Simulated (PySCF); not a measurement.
# C2H2N2OS: the cost of one run

Programs: PySCF 2.14.0, with routines of our own; each step states its level. All values are computed. Atoms count from 0.

## 1. The system as given

8 atoms, charge 0, multiplicity 1; geometry from: GFN2-xTB.

## 2. Optimising the geometry at PBE0/def2-SVP

What the job is given:

```
{"job": {"xc": "PBE0", "basis": "def2-SVP", "grid": 1, "kind": "geom"}, "charge": 0, "multiplicity": 1}
O      2.113244    -0.226169     0.473371
C      0.799048    -0.213051     0.379308
N      0.089760    -1.231822     0.060191
N     -1.211637    -0.988628     0.028231
C     -1.532843     0.210998     0.318170
S     -0.177885     1.243901     0.688271
H      2.467513     0.636136     0.722962
H     -2.538143     0.578047     0.339766
```

Command:

```sh
OMP_NUM_THREADS=1 python excited_run.py task.json out
```

One launch serves the whole session: the jobs run in the order shown.

Q: Estimate the wall time and peak memory of this first job on 1 thread of Arm Neoverse N1, shared host.

About 18 s, with a peak of 0.49 GiB.
